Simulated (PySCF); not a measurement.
C5H8, SMILES `C[C@]12C[C@H]1C2`, neutral singlet in the gas phase. 

Cartesian coordinates (Å):
```xyz
13

C     -0.6982     1.3313     0.5932
C     -0.0632     0.2057    -0.1484
C     -0.6607    -1.0326    -0.7380
C      0.4433    -1.1194     0.2692
C      1.3790    -0.1329    -0.3570
H     -1.6255     1.0070     1.0718
H     -0.9416     2.1640    -0.0715
H     -0.0298     1.7111     1.3697
H     -1.6582    -1.2921    -0.3966
H     -0.4602    -1.2989    -1.7756
H      0.4666    -1.5837     1.2407
H      1.7597    -0.3198    -1.3609
H      2.0865     0.3597     0.3029
```
Charge 0, spin multiplicity 1.

All levels are single points at this geometry (B3LYP-D3(BJ)/def2-TZVP); Pople sets use spherical d functions. Orbital energies aren't observables, and empty levels follow the basis.

B3LYP/6-311+G** in PySCF gives gap (eV) = 6.75.

Problem. Estimate the gap (eV) from each of these levels: B3LYP-D3(BJ)/def2-TZVP in PySCF; PBE/6-31G* in PySCF; SVWN5/6-31G* in PySCF; HF/3-21G in PySCF; HF/6-31G* in PySCF.

Solution. 
```
level                            gap (eV)
-------------------------------  --------
B3LYP-D3(BJ)/def2-TZVP in PySCF      7.67
PBE/6-31G* in PySCF                  7.29
SVWN5/6-31G* in PySCF                7.20
HF/3-21G in PySCF                   16.70
HF/6-31G* in PySCF                  15.96
```
